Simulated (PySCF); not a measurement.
Ionisation energy of S by level of theory

S [Ne] 3s2 3p4 (3P) → S⁺ [Ne] 3s2 3p3 (4S), as a difference of total energies. All numbers are calculated (PySCF 2.14, no relativity, point nucleus, in dyall-acv3z). Correlated levels: valence: [Ne] frozen; virtual orbitals above 40 to 60 times the deepest correlated orbital energy dropped. The calculations carry no spin-orbit coupling.

| method | ionisation energy (eV) | error (eV) |
| --- | --- | --- |
| UHF | 9.237 | -1.099 |
| MP2 (valence) | 10.012 | -0.324 |
| SCS-MP2 (valence) | 10.095 | -0.241 |
| CCSD (valence) | 10.119 | -0.217 |
| CCSD(T) (valence) | 10.160 | -0.176 |

Reference: 10.336 eV (measured; NIST levels, between the centres of gravity of the two terms).

Errors of the correlated levels include the incompleteness of this basis and the frozen core.
